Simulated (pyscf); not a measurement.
A first-order saddle from PySCF, ωB97X-D3(BJ)/def2-SVP:

```xyz
16

N      2.1091     0.8937    -0.3693
Si     0.4102     0.6330    -0.4876
N     -0.2888     2.1995    -0.6729
N      0.2151    -0.6612    -1.6117
H      2.7395     0.0997    -0.3407
H      2.4623     1.6724     0.1763
H      0.2725     0.0493     1.2130
H     -1.2979     2.2998    -0.6323
H      0.1189     2.8449    -1.3433
H     -0.7039    -1.0732    -1.7375
H      0.7293    -0.6344    -2.4876
Si    -1.2695    -0.2302     1.2391
H      0.0893    -0.3646     2.3713
H     -1.3952    -1.7140     1.3344
H     -2.1803     0.0206    -0.0086
H     -1.8370     0.7959     2.1619
```
Charge 0, spin multiplicity 1.

Surface: singlet, charge 0. Lowest wavenumbers (cm⁻¹): 1647i, 118, 150, 159, 212.

Problem. Which two sides does it connect, and which bonds change?

Solution. H₂N–SiH(NH₂)–NH₂ + silane (SiH₄) ⇌ H₂N–Si(NH₂)(NH₂)–SiH₃ + hydrogen (H₂), a four-centre exchange read from left to right: H–Si, H–Si broken and Si–Si, H–H formed. At ωB97M-D3(BJ)/def2-TZVP it lies +75.7 kcal/mol from the left side and +66.8 kcal/mol from the right (each side as separated species at their lowest minima found). At the saddle there is also a short H–Si contact that neither side keeps. The same reactants have a lower exit, to H₂N–SiH(NH₂)–NH–SiH₃ + H₂ (barrier +41.5 kcal/mol at ωB97M-D3(BJ), against +75.7 kcal/mol here). H₂N–Si(NH₂)(NH₂)–SiH₃ lies 16.6 kcal/mol over its isomer H₂N–SiH(NH₂)–NH–SiH₃ (electronic energy, ωB97M-D3(BJ)). One saddle was located; it need not be the lowest between these sides.
